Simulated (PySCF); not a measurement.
Reproducing measurements on 2-butyne

**The experiment to reproduce.**

From NIST CCCBDB Release 22 (SRD 101), experimental polarizabilities, for the gas: mean polarisability 7.48 Å³.

The runs below try to reproduce these values; the comparison stands at the end.

Species: 2-butyne, C4H6.
SMILES with atom numbers: `[CH3:1][C:2]#[C:3][CH3:4]` (hydrogens: H5, H6, H7 on C1; H8, H9, H10 on C4)

Structure used (GFN2-xTB), in Å, numbered top down from 1:
```
atom  x, y, z in Å
C1     2.0343   -0.0024    0.2344
C2     0.5958   -0.0003    0.0673
C3    -0.5941    0.0011   -0.0717
C4    -2.0326    0.0035   -0.2390
H5     2.5202   -0.2627   -0.7060
H6     2.3760    0.9844    0.5470
H7     2.3216   -0.7309    0.9924
H8    -2.4753   -0.8211    0.3198
H9    -2.2867   -0.1087   -1.2930
H10   -2.4504    0.9418    0.1263
```

The PySCF runs (gas phase, on this GFN2-xTB geometry; no spin–orbit coupling):

```
         level                                                                job  basis functions  wall time
PBE0/def2-SVPD  8 singlets by full TDDFT, 3 Tamm–Dancoff triplets, polarisability              128      5.7 s
```

Hardware: an x86-64 server with one thread, shared host.

**Comparison with experiment**

**Mean polarisability.** Measured: 7.48 Å³ (NIST CCCBDB Release 22 (SRD 101), experimental polarizabilities).

```csv
level,computed (Å³),computed − measured (Å³),% (from the printed values)
PBE0/def2-SVPD,7.21,-0.27,-4
```

The computed values are static and purely electronic, with core orbitals frozen in the response (1 au = 0.148185 Å³). The table of measured values doesn't say here whether a value is static or optical, or holds a vibrational part.

No measured geometry was used, and the causes of the misses weren't examined.
